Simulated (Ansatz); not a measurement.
**BH₃F (doublet): from Hartree-Fock to the top rungs at distance B1–H4 along a hydrogen transfer = 1.533 Å, cc-pVDZ**

Aim: climb from Hartree-Fock through coupled cluster and multireference methods for BH₃F (doublet) at one geometry and basis, and see what each rung misses.

Method: cc-pVDZ, core rule «outside noble gas», up to 2 orbitals frozen; program: Ansatz 0.2.0, Gaussian basis.

Plan: UHF; CCSD(T) on ROHF; CCSD(T) on UHF; BCCD(T) on ROHF; CISD; CCSDT(Q) on ROHF; CCSDT(Q) on UHF; CASSCF and MRCISD+Q, 3 electrons in 3 orbitals; CASSCF and NEVPT2, 3 electrons in 3 orbitals.

16 further runs of the same task are left out: 9 for a known fault of the program, 1 for a mislabelled method, 5 that didn't finish, 1 set aside as unsound or not needed.

### Step 1. The geometry

The geometry derives from fragments relaxed apart (PBE0/def2-TZVP) and kept rigid, so it is no stationary point. A hydrogen atom is moved between rigid fragments.

5 atoms, charge 0, spin multiplicity 2.

Atoms are counted from 1 here; the program's logs count them from 0.

Bond lengths: B1–H2 1.193 Å, B1–H3 1.193 Å, H4–F5 1.154 Å. Angles: H2–B1–H3 120.0°.

Coordinates:

```
B    -1.56521    0.00000    0.00000
H    -2.16194    1.03357    0.00000
H    -2.16194   -1.03357    0.00000
H    -0.03221    0.00000    0.00000
F     1.12179    0.00000    0.00000
```

### Step 2. UHF

File in.yaml:

```yaml
crystal:
  periodic: [false, false, false]
  atoms:
    - {symbol: B, position_ang: [-1.565212, 0.000000, 0.000000]}
    - {symbol: H, position_ang: [-2.161945, 1.033571, 0.000000]}
    - {symbol: H, position_ang: [-2.161945, -1.033571, 0.000000]}
    - {symbol: H, position_ang: [-0.032212, 0.000000, 0.000000]}
    - {symbol: F, position_ang: [1.121788, 0.000000, 0.000000]}
basis:
  gaussian: {orbitals: cc-pVDZ}
magnetization: {spin_polarized: true, initial_magnetization: 1}
hamiltonian: {xc: hf}
output: {orbitals: {seedname: orbitals}}
```

Launch:

```bash
> ansatz run in.yaml --threads 1 --pin off --events-out ev --progress --plain --max-ram 2393MiB
```

Further steps of the session: CCSD(T) on ROHF; CCSD(T) on UHF; BCCD(T) on ROHF; CISD; CCSDT(Q) on ROHF; CCSDT(Q) on UHF; CASSCF and MRCISD+Q, 3 electrons in 3 orbitals; CASSCF and NEVPT2, 3 electrons in 3 orbitals.

Before running them: what should the planned runs give, taken together? Wanted: UCCSDT(Q) below the RHF energy; RMP2 from UCCSDT(Q); UMP2 from UCCSDT(Q); RCCSD from UCCSDT(Q); RCCSD(T) from UCCSDT(Q); UCCSD(T) from UCCSDT(Q); RCCSDT(Q) from UCCSDT(Q); NEVPT2 pair from UCCSDT(Q); MRCISD+Q pair from UCCSDT(Q).

The runs gave:

| quantity | value |
| --- | --- |
| UCCSDT(Q) below the RHF energy | -8.6698 eV |
| RMP2 from UCCSDT(Q) | +811.3 meV |
| UMP2 from UCCSDT(Q) | +904.0 meV |
| RCCSD from UCCSDT(Q) | +169.5 meV |
| RCCSD(T) from UCCSDT(Q) | +35.5 meV |
| UCCSD(T) from UCCSDT(Q) | +36.0 meV |
| RCCSDT(Q) from UCCSDT(Q) | +1.0 meV |
| NEVPT2 pair from UCCSDT(Q) | +802.9 meV |
| MRCISD+Q pair from UCCSDT(Q) | +87.1 meV |
| levels within 1 kcal/mol (43 meV) | RCCSD(T), UCCSD(T), BCCD(T), RCCSDT, UCCSDT, RCCSDT(Q) |
| T1 diagnostic | 0.022 |

**Reading.** RCCSD(T) misses by +35.5 meV, 0.4 % of the correlation energy. Of the multireference levels listed MRCISD+Q pair comes nearest in total energy (+87.1 meV), which doesn't show that its space is the better one. These misses are within one basis, not against nature; the frozen cores of restricted and unrestricted runs differ, which can shift their rows.
